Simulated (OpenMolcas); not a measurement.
# Which level was it?

CH6Si: 8 atoms, total charge 0, spin state singlet. As SMILES, `C[SiH3]`. Geometry: relaxed at GFN2-xTB.

```xyz
8

C    -0.1809    0.2390   -0.9369
Si    0.1675   -0.2214    0.8688
H    -1.2326    0.1158   -1.1797
H     0.3889   -0.3851   -1.6201
H     0.0839    1.2733   -1.1386
H    -0.6193    0.6394    1.7550
H     1.5927   -0.0402    1.1540
H    -0.2001   -1.6208    1.0975
```

Orbital energies and the dipole are those of the mean-field step.

A calculation with OpenMolcas 26.06 gave:

```yaml
total_energy: -329.9570 Eh
dipole_moment: 0.32 D
HOMO_energy: -12.51 eV
LUMO_energy: 4.44 eV
HOMO–LUMO_gap: 16.95 eV
```

**Question.** Which of these levels gave the numbers?
A. CCSD(T)/pcseg-1
B. CCSD(T)/pcseg-2 (Cholesky decomposition)
C. CCSD(T)/aug-pcseg-1 (Cholesky decomposition)
D. CCSD(T)/pcseg-0

**Answer.** D. The others give -330.6798 Eh (CCSD(T)/pcseg-2 (Cholesky decomposition)), -330.5534 Eh (CCSD(T)/pcseg-1), -330.5721 Eh (CCSD(T)/aug-pcseg-1 (Cholesky decomposition)).
